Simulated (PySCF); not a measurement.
Cartesian coordinates in Å; atom numbers follow the order of the lines, from 1:
```xyz
18

C     2.744    0.203    0.437
C     1.418    0.639   -0.167
C     0.253   -0.263    0.215
C    -1.075    0.160   -0.390
C    -2.239   -0.733    0.004
O    -3.445   -0.375   -0.614
H     3.014   -0.815    0.115
H     2.698    0.198    1.538
H     3.565    0.874    0.143
H     1.190    1.674    0.144
H     1.503    0.671   -1.268
H     0.164   -0.294    1.317
H     0.481   -1.300   -0.093
H    -1.009    0.175   -1.492
H    -1.303    1.200   -0.086
H    -2.029   -1.771   -0.305
H    -2.333   -0.754    1.110
H    -3.654    0.527   -0.352
```

Geometry: PBE0-D3(BJ)/def2-SVP; GIAO absolute shieldings from PySCF 2.14.0 with density-fitted response routines, gas phase, non-relativistic, averaged over equivalent atoms.

At LDA/pcSseg-1 (162 basis functions, 21 s wall time on 1 thread of an x86-64 server CPU, shared host):
```tsv
atoms	σ (ppm)
C5	109.2
C4	138.1
C3	148.4
C2	152.7
C1	165.1
O6	287.5
H16/H17	27.01
H14/H15	29.43
H10/H11	29.50
H12/H13	29.82
H7/H8/H9	29.83
H18	31.23
```

Problem. What do these become at wB97X-D/pcSseg-1?

Solution. 
```
   atoms  σ at wB97X-D/pcSseg-1  change
      C5                  118.4    +9.2
      C4                  145.9    +7.8
      C3                  154.7    +6.3
      C2                  158.3    +5.6
      C1                  167.8    +2.7
      O6                  294.8    +7.3
 H16/H17                  27.89   +0.88
 H14/H15                  30.10   +0.67
 H10/H11                  30.21   +0.71
 H12/H13                  30.52   +0.70
H7/H8/H9                  30.38   +0.55
     H18                  31.70   +0.47
```

The largest change is at C5 (sp3 CH2 bonded to O). Cost: 162 basis functions, 19 s wall time on 1 thread of an x86-64 server CPU, shared host. The order of the carbon signals is the same at both levels.
